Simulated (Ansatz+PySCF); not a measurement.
The numbers below are computed, except where a source is named.
Input for PySCF 2.14.0:

```python
from pyscf import gto, scf

mol = gto.M(atom="""
S 0.000000 0.000000 -0.095700
H 0.000000 0.893800 0.765570
H 0.000000 -0.893800 0.765570
""", basis='def2-svp', charge=0, spin=0)
mf = scf.UHF(mol)
mf.kernel()
print(mf.converged, mf.e_tot, mf.spin_square()[0])
```

The script is written out from the run's settings.

The run gave:

| Quantity | Value |
| --- | --- |
| Converged | yes |
| Total energy | -398.55580 hartree |
| Spin squared of the determinant | 0.000 |
| Cycles | 9 |
